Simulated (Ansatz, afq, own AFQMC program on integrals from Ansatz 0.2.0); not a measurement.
# H2O+ (doublet): quantum Monte Carlo beside coupled cluster at distance O1–H2 = 1.829 Å, 6-31G, part 2 of 2

Ansatz 0.2.0, Gaussian basis, and an in-house AFQMC program (afq) on its integrals; all values are calculated; 6-31G, frozen cores. Earlier steps stand in the parts before.

**14. Phaseless AFQMC, CISD trial on UHF**

It reads the integrals that the CCSD(T) run on this determinant wrote.

Launch:

```sh
$ afq ham --method phaseless --trial cisd --walkers 4000 --populations 20 --least-time 60 --time-step 0.005 --steps-per-block 50 --equilibration-blocks 40 --max-blocks 4000 --target-error 0.00032 --factor-cut 1e-05 --start spin_pure --seed 1164 --release-times 0.24,0.51,0.99,1.62,2.4 --release-step 0.03 --release-every 3 --taylor-order 6
```

The log of the run:

```text
orbitals 12  electrons 4 3  factors 62 of 139
reference energy -75.47559778 Eh
CCSD correlation -0.11086605 Eh in 16 cycles, weight of the determinant in the CISD state 0.8077
energy of the start -75.574953 Eh
 block  time / (1/Eh)  mean weight  energy / Eh
     1     0.250  0.9997  -75.581402
     2     0.500  0.9999  -75.585127
     3     0.750  0.9999  -75.586977
     4     1.000  1.0001  -75.587546
     5     1.250  1.0000  -75.587738
     6     1.500  0.9999  -75.588365
     7     1.750  1.0000  -75.588138
     8     2.000  0.9999  -75.589079
     9     2.250  0.9999  -75.588913
    10     2.500  0.9999  -75.588904
    11     2.750  1.0002  -75.588727
    13     3.250  1.0001  -75.589343
    15     3.750  0.9998  -75.588431
    17     4.250  1.0000  -75.588902
    19     4.750  0.9999  -75.588785
    21     5.250  0.9998  -75.589218
    23     5.750  1.0001  -75.589313
    25     6.250  1.0002  -75.589286
    27     6.750  1.0001  -75.589268
    29     7.250  1.0002  -75.588898
    31     7.750  0.9996  -75.589447
    33     8.250  1.0001  -75.589151
    35     8.750  1.0000  -75.589563
    37     9.250  0.9999  -75.589397
    39     9.750  1.0002  -75.589126
    41    10.250  1.0001  -75.589092
    43    10.750  0.9999  -75.588983
    45    11.250  0.9999  -75.588805
    47    11.750  1.0000  -75.589202
    49    12.250  0.9998  -75.589999
    51    12.750  1.0000  -75.589477
    53    13.250  1.0000  -75.588136
    55    13.750  1.0000  -75.588529
    57    14.250  0.9998  -75.589027
    59    14.750  1.0000  -75.589004
    61    15.250  0.9999  -75.589501
    63    15.750  0.9999  -75.589247
    65    16.250  1.0002  -75.589281
    67    16.750  1.0002  -75.589199
    69    17.250  1.0004  -75.588460
    71    17.750  1.0000  -75.589168
    73    18.250  0.9998  -75.588529
    75    18.750  1.0004  -75.588313
    77    19.250  1.0001  -75.589454
    79    19.750  0.9993  -75.589951
    81    20.250  1.0000  -75.590566
    83    20.750  0.9997  -75.589036
    85    21.250  1.0001  -75.588419
    87    21.750  0.9999  -75.589169
    89    22.250  1.0001  -75.588635
error from the spread of 20 populations
released: time / (1/Eh)  energy / Eh  error  mean overlap
  0.24  -75.589098  0.000119  1.0026
  0.51  -75.589201  0.000065  1.0044
  0.99  -75.589217  0.000073  1.0057
  1.62  -75.589362  0.000252  1.0051
  2.40  -75.589331  0.000107  1.0062
energy -75.589050 +/- 0.000092 Eh
```

It took 24 s on 1 × NVIDIA H100 80GB HBM3 with 2 threads of AMD EPYC 7R13 (Zen 3), shared host.

Energy -2056.8828 ± 0.0025 eV. Caveats: constraint bias not in the error; other roots.

**15. Phaseless AFQMC, single-determinant trial on UHF**

It reads the integrals that the CCSD(T) run on this determinant wrote.

Launch:

```sh
$ afq ham --method phaseless --trial hf --walkers 4000 --populations 20 --least-time 40 --time-step 0.005 --steps-per-block 20 --equilibration-blocks 160 --max-blocks 4000 --target-error 0.0016 --factor-cut 1e-05 --start spin_pure --seed 6741 --taylor-order 6
```

The log of the run:

```text
orbitals 12  electrons 4 3  factors 62 of 139
reference energy -75.47559778 Eh
CCSD correlation -0.11086605 Eh in 16 cycles, weight of the determinant in the CISD state 0.8077
energy of the start -75.488862 Eh
 block  time / (1/Eh)  mean weight  energy / Eh
     1     0.100  1.0003  -75.514501
     2     0.200  1.0006  -75.534871
     3     0.300  1.0006  -75.547084
     4     0.400  1.0007  -75.556175
     5     0.500  1.0006  -75.565513
     6     0.600  1.0006  -75.569855
     7     0.700  1.0002  -75.573486
     8     0.800  1.0004  -75.576972
     9     0.900  1.0000  -75.579611
    10     1.000  1.0003  -75.581350
    13     1.300  1.0001  -75.582450
    19     1.900  1.0000  -75.590786
    25     2.500  1.0000  -75.591248
    31     3.100  1.0005  -75.589125
    37     3.700  0.9999  -75.585747
    43     4.300  1.0000  -75.590128
    49     4.900  1.0002  -75.595196
    55     5.500  0.9997  -75.591380
    61     6.100  1.0003  -75.586896
    67     6.700  0.9998  -75.588648
    73     7.300  1.0002  -75.582511
    79     7.900  0.9999  -75.584041
    85     8.500  1.0000  -75.588659
    91     9.100  1.0004  -75.585575
    97     9.700  1.0002  -75.590127
   103    10.300  0.9999  -75.586004
   109    10.900  1.0000  -75.590500
   115    11.500  1.0001  -75.589201
   121    12.100  0.9999  -75.584243
   127    12.700  1.0001  -75.587027
   133    13.300  0.9999  -75.582924
   139    13.900  0.9998  -75.584538
   145    14.500  0.9999  -75.584782
   151    15.100  1.0002  -75.584813
   157    15.700  1.0001  -75.588529
   163    16.300  1.0000  -75.588336
   169    16.900  1.0000  -75.584261
   175    17.500  0.9995  -75.584643
   181    18.100  0.9999  -75.586169
   187    18.700  0.9998  -75.581942
   193    19.300  1.0002  -75.589618
   199    19.900  1.0001  -75.585750
   205    20.500  1.0000  -75.586039
   211    21.100  1.0002  -75.584208
   217    21.700  0.9997  -75.586006
   223    22.300  1.0002  -75.586789
   229    22.900  1.0002  -75.582455
   235    23.500  1.0000  -75.587280
error from the spread of 20 populations
energy -75.585477 +/- 0.000842 Eh
```

It took 15 s on 1 × NVIDIA H100 80GB HBM3 with 2 threads of AMD EPYC 7R13 (Zen 3), shared host.

Energy -2056.7856 ± 0.0229 eV. Caveats: constraint bias not in the error; other roots.

**16. CCSD(T) on ROHF**

Input file in.yaml:

```yaml
crystal:
  periodic: [false, false, false]
  atoms:
    - {symbol: O, position_ang: [0.000000, -0.091162, 0.037767]}
    - {symbol: H, position_ang: [0.000000, 0.960844, -1.458402]}
    - {symbol: H, position_ang: [0.000000, 0.486209, 0.858907]}
basis:
  gaussian: {orbitals: 6-31G}
total_charge: 1
magnetization: {spin_polarized: false, initial_magnetization: 1}
correlation: {method: ccsd_t, electrons: outside_noble_gas, hamiltonian_folder: ham}
```

Launch:

```sh
$ ansatz run in.yaml --threads 1 --pin off --events-out ev --progress --plain --max-ram 15360MiB --backend cuda --devices 0, --max-vram 18GiB
```

The log of the run, cut to the lines that bear on the results:

```text
Functional definition: HF
  name "HF"
  cite "Fock, Z. Phys. 61, 126 (1930) doi:10.1007/BF01340294"
  parent pbe
[...]
139 factors; integrals over basis functions are off by at most 2.9e-4 eV
[...]
mean field -2053.32541991 eV, -75.4583173878 hartree, gradient 3.1e-6 eV, S^2 0.750000; 3 other end points of the search recorded, 0 dependent functions left out
[...]
determinant -2053.32541991 eV, -75.4583173878 hartree, with singles and doubles -2056.78879469 eV, -75.5855940634 hartree
determinant -2052.18572620 eV, -75.4164344163 hartree, with singles and doubles -2055.19444912 eV, -75.5270029444 hartree
determinant -2052.94988026 eV, -75.4445165603 hartree, with singles and doubles -2056.79147439 eV, -75.5856925406 hartree
determinant -2052.94988026 eV, -75.4445165603 hartree, with singles and doubles -2056.80204578 eV, -75.5860810318 hartree
determinant -2053.32541991 eV, -75.4583173878 hartree, with singles and doubles -2056.80375115 eV, -75.5861437032 hartree
unrestricted determinant -2053.79564345 eV, -75.4755977840 hartree, S^2 1.2643
1 core orbitals not correlated: weight in the atoms' cores, before any rotation towards them, 1.000 or more for the frozen orbitals, at most 0.000 for the correlated occupied ones
reference -2053.32541991 eV, -75.4583173878 hartree; 4, 3 occupied and 8, 9 virtual orbitals, 139 factors
second order -2.97136226 eV of doubles, -0.02540146 eV of singles
cycle   1  -3.47833421 eV  change   -3.0e-6 eV  update   3.5e-6
perturbative correction -0.07653439 eV, -0.0028125868 hartree
Total energy: -2056.88028851 eV, -75.5889563992 hartree
```

Wall time 3 s (1 × NVIDIA H100 80GB HBM3 with 1 thread of AMD EPYC 7R13 (Zen 3), shared host).

From the report: correlation -3.5549 eV; T1 0.056; largest double amplitude 0.16.

This run also writes the integrals to the folder ham.

**17. Full CI**

Input file in.yaml:

```yaml
hamiltonian:
  integrals:
    folder: ../ham
correlation: {method: fci}
```

Same command.

The log of the run:

```text
Functional definition: HF
  name "HF"
  cite "Fock, Z. Phys. 61, 126 (1930) doi:10.1007/BF01340294"
  parent pbe
  exchange = exact_x
  correlation = 0
reference -2053.32541991 eV, -75.4583173878 hartree; 4, 3 occupied and 8, 9 virtual orbitals, 139 factors
state -2056.89106781 eV, -75.5893525310 hartree
Total energy: -2056.89106781 eV, -75.5893525310 hartree
```

Wall time 1.4 s (1 × NVIDIA H100 80GB HBM3 with 1 thread of AMD EPYC 7R13 (Zen 3), shared host).

From the report: 54,150 determinants.

**18. CCSDT(Q) on ROHF**

Input file in.yaml:

```yaml
crystal:
  periodic: [false, false, false]
  atoms:
    - {symbol: O, position_ang: [0.000000, -0.091162, 0.037767]}
    - {symbol: H, position_ang: [0.000000, 0.960844, -1.458402]}
    - {symbol: H, position_ang: [0.000000, 0.486209, 0.858907]}
basis:
  gaussian: {orbitals: 6-31G}
total_charge: 1
magnetization: {spin_polarized: false, initial_magnetization: 1}
correlation: {method: ccsdt_q, electrons: outside_noble_gas}
```

The command is unchanged.

The log of the run, cut to the lines that bear on the results:

```text
Functional definition: HF
  name "HF"
  cite "Fock, Z. Phys. 61, 126 (1930) doi:10.1007/BF01340294"
  parent pbe
[...]
218 factors; integrals over basis functions are off by at most 9.2e-8 eV
[...]
mean field -2053.32540886 eV, -75.4583169818 hartree, gradient 3.1e-6 eV, S^2 0.750000; 3 other end points of the search recorded, 0 dependent functions left out
[...]
determinant -2053.32540886 eV, -75.4583169818 hartree, with singles and doubles -2056.78882212 eV, -75.5855950713 hartree
determinant -2052.18571958 eV, -75.4164341730 hartree, with singles and doubles -2055.19448680 eV, -75.5270043290 hartree
determinant -2052.94985943 eV, -75.4445157947 hartree, with singles and doubles -2056.79150178 eV, -75.5856935471 hartree
determinant -2052.94985943 eV, -75.4445157947 hartree, with singles and doubles -2056.80207261 eV, -75.5860820181 hartree
determinant -2053.32540886 eV, -75.4583169818 hartree, with singles and doubles -2056.80377826 eV, -75.5861446992 hartree
unrestricted determinant -2053.79564493 eV, -75.4755978384 hartree, S^2 1.2643
1 core orbitals not correlated: weight in the atoms' cores, before any rotation towards them, 1.000 or more for the frozen orbitals, at most 0.000 for the correlated occupied ones
reference -2053.32540886 eV, -75.4583169818 hartree; 4, 3 occupied and 8, 9 virtual orbitals, 218 factors
second order -2.97143099 eV of doubles, -0.02540096 eV of singles
cycle   1  -3.09434419 eV  change   -9.6e-2 eV  update   9.7e-2
[...]
cycle  25  -3.55851310 eV  change   -2.6e-7 eV  update   3.9e-7
perturbative correction -0.00594744 eV, -0.0002185643 hartree
Total energy: -2056.88986940 eV, -75.5893084905 hartree
```

Run time: 4.2 s. Hardware: 1 × NVIDIA H100 80GB HBM3 with 1 thread of AMD EPYC 7R13 (Zen 3), shared host.

From the report: correlation -3.5645 eV; T1 0.054; largest double amplitude 0.18.

**19. CCSDTQ on ROHF**

in.yaml: that of step 18 with these lines changed.

```diff
@@ -10,2 +10,2 @@
 magnetization: {spin_polarized: false, initial_magnetization: 1}
-correlation: {method: ccsdt_q, electrons: outside_noble_gas}
+correlation: {method: ccsdtq, electrons: outside_noble_gas}
```

Same command.

The log of the run, cut to the lines that bear on the results:

```text
Functional definition: HF
  name "HF"
  cite "Fock, Z. Phys. 61, 126 (1930) doi:10.1007/BF01340294"
  parent pbe
[...]
218 factors; integrals over basis functions are off by at most 9.2e-8 eV
[...]
mean field -2053.32540886 eV, -75.4583169818 hartree, gradient 3.1e-6 eV, S^2 0.750000; 3 other end points of the search recorded, 0 dependent functions left out
[...]
determinant -2053.32540886 eV, -75.4583169818 hartree, with singles and doubles -2056.78882212 eV, -75.5855950713 hartree
determinant -2052.18571958 eV, -75.4164341730 hartree, with singles and doubles -2055.19448680 eV, -75.5270043290 hartree
determinant -2052.94985943 eV, -75.4445157947 hartree, with singles and doubles -2056.79150178 eV, -75.5856935471 hartree
determinant -2052.94985943 eV, -75.4445157947 hartree, with singles and doubles -2056.80207261 eV, -75.5860820181 hartree
determinant -2053.32540886 eV, -75.4583169818 hartree, with singles and doubles -2056.80377826 eV, -75.5861446992 hartree
unrestricted determinant -2053.79564493 eV, -75.4755978384 hartree, S^2 1.2643
1 core orbitals not correlated: weight in the atoms' cores, before any rotation towards them, 1.000 or more for the frozen orbitals, at most 0.000 for the correlated occupied ones
reference -2053.32540886 eV, -75.4583169818 hartree; 4, 3 occupied and 8, 9 virtual orbitals, 218 factors
second order -2.97143099 eV of doubles, -0.02540096 eV of singles
cycle   1  -3.09434373 eV  change   -9.6e-2 eV  update   9.7e-2
[...]
cycle  26  -3.56539788 eV  change   -3.7e-7 eV  update   3.1e-7
Total energy: -2056.89080675 eV, -75.5893429373 hartree
```

It took 12 s on 1 × NVIDIA H100 80GB HBM3 with 1 thread of AMD EPYC 7R13 (Zen 3), shared host.

From the report: correlation -3.5654 eV; T1 0.054; largest double amplitude 0.18.

**20. Phaseless AFQMC, CISD trial on ROHF**

It reads the integrals that the CCSD(T) run on this determinant wrote.

Launch:

```sh
$ afq ham --method phaseless --trial cisd --walkers 4000 --populations 20 --least-time 60 --time-step 0.005 --steps-per-block 50 --equilibration-blocks 40 --max-blocks 4000 --target-error 0.00032 --factor-cut 1e-05 --start spin_pure --seed 1164 --release-times 0.24,0.51,0.99,1.62,2.4 --release-step 0.03 --release-every 3 --taylor-order 6
```

The log of the run:

```text
orbitals 12  electrons 4 3  factors 62 of 139
reference energy -75.45831739 Eh
CCSD correlation -0.12782645 Eh in 15 cycles, weight of the determinant in the CISD state 0.8896
energy of the start -75.586139 Eh
 block  time / (1/Eh)  mean weight  energy / Eh
     1     0.250  0.9997  -75.585584
     2     0.500  0.9999  -75.586341
     3     0.750  0.9998  -75.587249
     4     1.000  1.0001  -75.587628
     5     1.250  1.0000  -75.587786
     6     1.500  0.9998  -75.588198
     7     1.750  1.0000  -75.587718
     8     2.000  0.9998  -75.588330
     9     2.250  0.9999  -75.588763
    10     2.500  1.0000  -75.588485
    11     2.750  1.0002  -75.588363
    13     3.250  1.0000  -75.589041
    15     3.750  0.9999  -75.588477
    17     4.250  1.0001  -75.588969
    19     4.750  1.0000  -75.589053
    21     5.250  0.9999  -75.588974
    23     5.750  1.0000  -75.588526
    25     6.250  1.0001  -75.588542
    27     6.750  1.0002  -75.588681
    29     7.250  1.0001  -75.588978
    31     7.750  1.0002  -75.589124
    33     8.250  1.0002  -75.588979
    35     8.750  1.0000  -75.589531
    37     9.250  0.9997  -75.588403
    39     9.750  1.0001  -75.588118
    41    10.250  1.0000  -75.588651
    43    10.750  0.9997  -75.588855
    45    11.250  1.0001  -75.588762
    47    11.750  0.9997  -75.589128
    49    12.250  0.9996  -75.589783
    51    12.750  0.9998  -75.588949
    53    13.250  1.0001  -75.588514
    55    13.750  1.0000  -75.588628
    57    14.250  0.9997  -75.589478
    59    14.750  0.9999  -75.588714
    61    15.250  0.9998  -75.589988
    63    15.750  1.0001  -75.588700
    65    16.250  1.0002  -75.589002
    67    16.750  1.0002  -75.588590
    69    17.250  1.0002  -75.589010
    71    17.750  0.9998  -75.589151
    73    18.250  0.9999  -75.588129
    75    18.750  1.0001  -75.589386
    77    19.250  1.0001  -75.589267
    79    19.750  1.0004  -75.589389
    81    20.250  1.0001  -75.589966
    83    20.750  0.9998  -75.589006
    85    21.250  0.9998  -75.588987
    87    21.750  0.9999  -75.588689
    89    22.250  0.9998  -75.587905
error from the spread of 20 populations
released: time / (1/Eh)  energy / Eh  error  mean overlap
  0.24  -75.589079  0.000087  1.0004
  0.51  -75.589105  0.000059  1.0017
  0.99  -75.589169  0.000102  1.0047
  1.62  -75.589298  0.000074  1.0031
  2.40  -75.589227  0.000171  1.0035
energy -75.588986 +/- 0.000102 Eh
```

Wall time 27 s (1 × NVIDIA H100 80GB HBM3 with 2 threads of AMD EPYC 7R13 (Zen 3), shared host).

Energy -2056.8811 ± 0.0028 eV. Caveats: constraint bias not in the error.

**21. Phaseless AFQMC, single-determinant trial on ROHF**

It reads the integrals that the CCSD(T) run on this determinant wrote.

Launch:

```sh
$ afq ham --method phaseless --trial hf --walkers 4000 --populations 20 --least-time 40 --time-step 0.005 --steps-per-block 20 --equilibration-blocks 160 --max-blocks 4000 --target-error 0.0016 --factor-cut 1e-05 --start spin_pure --seed 6741 --taylor-order 6
```

The log of the run:

```text
orbitals 12  electrons 4 3  factors 62 of 139
reference energy -75.45831739 Eh
CCSD correlation -0.12782645 Eh in 15 cycles, weight of the determinant in the CISD state 0.8896
energy of the start -75.458320 Eh
 block  time / (1/Eh)  mean weight  energy / Eh
     1     0.100  1.0005  -75.486640
     2     0.200  1.0007  -75.509172
     3     0.300  1.0007  -75.523233
     4     0.400  1.0008  -75.532788
     5     0.500  1.0007  -75.543000
     6     0.600  1.0006  -75.547871
     7     0.700  1.0002  -75.552351
     8     0.800  1.0005  -75.557279
     9     0.900  1.0001  -75.560637
    10     1.000  1.0004  -75.561871
    13     1.300  1.0001  -75.564134
    19     1.900  1.0001  -75.574614
    25     2.500  0.9998  -75.585578
    31     3.100  1.0003  -75.590619
    37     3.700  0.9999  -75.584404
    43     4.300  0.9998  -75.596166
    49     4.900  1.0001  -75.598604
    55     5.500  0.9996  -75.593105
    61     6.100  1.0003  -75.601180
    67     6.700  0.9999  -75.602771
    73     7.300  1.0001  -75.593998
    79     7.900  0.9999  -75.594084
    85     8.500  1.0001  -75.598119
    91     9.100  1.0000  -75.603286
    97     9.700  1.0000  -75.610190
   103    10.300  0.9997  -75.615984
   109    10.900  0.9999  -75.602460
   115    11.500  1.0000  -75.604193
   121    12.100  1.0000  -75.605705
   127    12.700  1.0001  -75.603950
   133    13.300  0.9999  -75.597334
   139    13.900  0.9999  -75.597448
   145    14.500  1.0003  -75.597741
   151    15.100  1.0003  -75.598862
   157    15.700  1.0001  -75.601230
   163    16.300  0.9997  -75.597460
   169    16.900  1.0000  -75.591753
   175    17.500  0.9995  -75.596053
   181    18.100  0.9998  -75.596566
   187    18.700  1.0002  -75.592605
   193    19.300  1.0000  -75.603337
   199    19.900  1.0003  -75.596014
   205    20.500  0.9997  -75.589701
   211    21.100  1.0003  -75.601056
   217    21.700  0.9998  -75.592350
   223    22.300  1.0002  -75.607634
   229    22.900  0.9997  -75.598160
   235    23.500  1.0000  -75.592597
   241    24.100  1.0000  -75.596539
   247    24.700  1.0002  -75.591483
   253    25.300  1.0001  -75.598601
   259    25.900  1.0002  -75.589809
   265    26.500  0.9999  -75.591650
error from the spread of 20 populations
energy -75.596931 +/- 0.001550 Eh
```

Run time: 26 s. Hardware: 1 × NVIDIA H100 80GB HBM3 with 2 threads of AMD EPYC 7R13 (Zen 3), shared host.

Energy -2057.0973 ± 0.0422 eV. Caveats: constraint bias not in the error.

**22. AFQMC on the ladder**

The full CI on restricted orbitals is not used as the yardstick for these unrestricted rows.

On the UHF determinant, counted from CCSDTQ (a yardstick, not exact):

```csv
level,energy (eV),from CCSDTQ (kJ/mol),statistical error (kJ/mol),time
HF,-2053.7956,+298.7,,
MP2,-2056.0090,+85.1,,
CCSD,-2056.8125,+7.6,,
CCSD(T),-2056.8553,+3.5,,
CCSDT(Q),-2056.8932,-0.2,,
CCSDTQ,-2056.8911,0.0,,
"Phaseless AFQMC, CISD trial, step 0.005, 4000 walkers",-2056.8828,+0.8,0.2,24 s
"Phaseless AFQMC, single-determinant trial, step 0.005, 4000 walkers",-2056.7856,+10.2,2.2,15 s
```

On the ROHF determinant, counted from full CI (exact for this spin and basis):

```csv
level,energy (eV),from full CI (kJ/mol),statistical error (kJ/mol),time
HF,-2053.3254,+344.0,,
MP2,-2056.3222,+54.9,,
CCSD,-2056.8038,+8.4,,
CCSD(T),-2056.8803,+1.0,,
CCSDT(Q),-2056.8899,+0.1,,
CCSDTQ,-2056.8908,0.0,,
full CI,-2056.8911,0.0,,
"Phaseless AFQMC, CISD trial, step 0.005, 4000 walkers",-2056.8811,+1.0,0.3,27 s
"Phaseless AFQMC, single-determinant trial, step 0.005, 4000 walkers",-2057.0973,-19.9,4.1,26 s
```

The functionals' totals stand on their own zeros and serve differences with other points: PBE -2061.529 eV; r2SCAN -2062.601 eV; PBE0 -2061.334 eV; B3LYP -2063.628 eV; wB97M-V -2062.698 eV; B2PLYP -2061.158 eV.

**23. Outcome**

What follows sums up all 2 parts.

| quantity | value |
| --- | --- |
| CCSD(T) on UHF from CCSDTQ | +3.5 kJ/mol |
| Phaseless AFQMC, CISD trial on UHF from CCSDTQ | +0.8 ± 0.2 kJ/mol |
| Phaseless AFQMC, single-determinant trial on UHF from CCSDTQ | +10.2 ± 2.2 kJ/mol |
| CCSD(T) on ROHF from full CI | +1.0 kJ/mol |
| Phaseless AFQMC, CISD trial on ROHF from full CI | +1.0 ± 0.3 kJ/mol |
| Phaseless AFQMC, single-determinant trial on ROHF from full CI | -19.9 ± 4.1 kJ/mol |

In words: On UHF the phaseless walk with the CISD trial lies +0.8 kJ/mol from CCSDTQ, 3 times its error bar. A single-determinant trial moves the result by +9.4 kJ/mol. On ROHF the phaseless walk with the CISD trial lies +1.0 kJ/mol from full CI, 4 times its error bar: mostly the bias of the constraint. A single-determinant trial moves the result by -20.9 kJ/mol. Error bars are statistical and leave out the constraint, the time step and what remains of the start.
